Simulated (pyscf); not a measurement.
Single points on ωB97X-D3(BJ)/def2-SVP structures (PySCF, gas phase). Correlated levels are frozen-core, on RHF or UHF. ΔMP2 is the change of the MP2 total energy from the triple- to the quadruple-zeta basis.

Task: Estimate by transition-state theory (the high-pressure limit) the rate constant of Cl–GeH(Cl)–Cl -> hydrogen chloride (HCl) + Cl–Ge:–Cl [singlet] (singlet surface; Cl–Ge, Ge–H broken, Cl–H formed) at 1200 K, with CCSD(T)/def2-TZVPP + ΔMP2(QZVPP) energies (ideal gas, 1 atm, RRHO with modes under 100 cm⁻¹ raised to 100, one conformer, R ln 2 for chiral ones without a mode under 150 cm⁻¹; no tunnelling).

Result: The electronic barrier is 54.2 kcal/mol and the thermal terms add -6.6, so ΔG‡ = 47.5 kcal/mol. With k_BT/h = 2.50e+13 s⁻¹ and RT = 2.385 kcal/mol, k = 5.5e+04 s⁻¹; so small a molecule is far into fall-off at 1 atm, where the true rate is lower. Wigner's tunnelling factor for 1254i cm⁻¹ would be 1.09. A shift of 1 kcal/mol in the barrier changes k by a factor 1.5. On the product side the descent ends in a complex, 4.7 kcal/mol under the separated species and 31.0 kcal/mol under the saddle at ωB97X-D3(BJ)/def2-TZVP. At ωB97X-D3(BJ)/def2-TZVP the barrier from the zero used here is 58.2 kcal/mol. This is the saddle that the search found; another between the same sides may lie lower. The CCSD(T) − MP2 part came from Ansatz, without density fitting, on the same reference. The frozen core leaves the outer d or s,p core shells of the metals and heavy elements correlated in the MP2 and CC values, and def2-TZVPP describes them poorly, which can shift differences by a few kcal/mol. Elements up to Kr have no core potential and no relativistic terms here.
